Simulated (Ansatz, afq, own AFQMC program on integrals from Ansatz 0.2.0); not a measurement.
Where AFQMC and coupled cluster stand for GeH₂, singlet

```xyz
3

Ge    0.0000   -0.0303    0.0000
H     0.0000    1.0906   -1.1335
H     0.0000    1.0906    1.1335
```

Basis cc-pVQZ. Noble-gas cores (and the filled d shells of Ga–Kr and In–Xe) are frozen. AFQMC by an in-house program on the Cholesky factors that Ansatz 0.2.0 writes for its CCSD(T) run. ph-AFQMC/CISD is guided by a CISD state made of CCSD amplitudes; releasing the constraint for a short imaginary time cuts its bias at the price of noise, slowly where states lie close. ± is one standard error of the sampling. No spin–orbit coupling.

Determinant: UHF, the one that the program's search chose, which needn't be the lowest solution. The geometry is a PBE0/def2-TZVP stationary point of this or a neighbouring charge and spin state.

No full CI on the walks' own integrals is used here; CCSDT(Q) serves as the reference and is uncertain by about the last step of the cluster series.

Cautions: no relativity below Rb; no spin-orbit coupling; inner d shell frozen; an unrestricted solution with more broken spin lies lower (37 meV, ⟨S²⟩ 0.26), while this determinant keeps restricted orbitals.

```
T1 diagnostic                               : 0.0132
weight of the determinant in the CISD state : 0.911
⟨S²⟩ of the determinant                     : 0.000
size of the correlated space                : 6 electrons in 114 orbitals
```

Reference: CCSDT(Q), correlation energy -3.752 eV. The released energy is read at 2.40 1/Eh (meV from the phaseless value at times in 1/Eh: -2 ± 3 at 0.24, -4 ± 3 at 0.51, -4 ± 4 at 0.99, -12 ± 3 at 1.62, -9 ± 3 at 2.40).

```tsv
level	E − E(reference) (kcal/mol)	share of correlation (%)
HF	86.52	0.00
MP2	17.28	80.02
CCSD	2.75	96.82
CCSD(T)	0.48	99.45
CCSDT	0.09	99.90
ph-AFQMC/HF	-0.33 ± 0.66	100.38
ph-AFQMC/CISD	0.15 ± 0.08	99.83
released AFQMC	-0.07 ± 0.07	100.08
```

A walk keeps the symmetry of its determinant, which the program's search chose and which needn't be the lowest solution, so a lower state of the same spin and another symmetry isn't excluded. Released energies are given only where the last usable release times agree within the noise; a slower fall can still hide under it.
